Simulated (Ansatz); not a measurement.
**What a trial cell of K relaxes into**

These are results of DFT r2SCAN, scalar-relativistic, plane waves, PAW in Ansatz 0.2.0, not measurements. Cutoff 500 eV, Γ-centred k mesh, Gaussian smearing, no spin polarisation in the final step.

The start puts K on the omega structure type (P6/mmm, No. 191), at a guessed volume.

```yaml
crystal:
  lattice:
    - [7.94994, 0.00000, 0.00000]
    - [-3.97497, 6.88485, 0.00000]
    - [0.00000, 0.00000, 4.87366]
  atoms:
    - { symbol: K, position: [0.00000, 0.00000, 0.00000] }
    - { symbol: K, position: [0.33333, 0.66667, 0.50000] }
    - { symbol: K, position: [0.66667, 0.33333, 0.50000] }
```

Steps on the 9×9×10 mesh (3 atoms). 4 of 5 steps are shown, and the free energy counts from the last. Trial steps that were taken back and renewals of the plane-wave basis can be among the rows.

```csv
step,ΔF (meV/atom),V (Å³/atom),P (GPa)
1,16.2,88.92,-0.38
2,13.4,87.68,-0.35
3,0.0,77.71,-0.04
5,0.0,76.61,0.01
```

A final relaxation ran on a 9×9×10 mesh. The relaxed crystal, P6/mmm (No. 191):

Space group P6/mmm (No. 191). a = 7.613 Å, b = 7.613 Å, c = 4.578 Å, α = 90.00°, β = 90.00°, γ = 120.00°
```tsv
atom	site	symmetry	x	y	z
K	1a	6/mmm	0.0000	0.0000	0.0000
K	2d	-6m2	0.3333	0.6667	0.5000
```

```
Volume per atom                    : 76.61 Å³
Density                            : 0.85 g/cm³
Energy over the standard structure : 0.01 eV/atom
Gap on the 9×9×10 mesh             : 0 eV (a metal)
```

Energies count from the standard state of K at the same level.

The final run used a 9×9×10 mesh on its 3-atom cell and 0.10 eV smearing. The k mesh leaves about 4 meV/atom of noise in metals.

A structure relaxed within its symmetry needn't be a true minimum.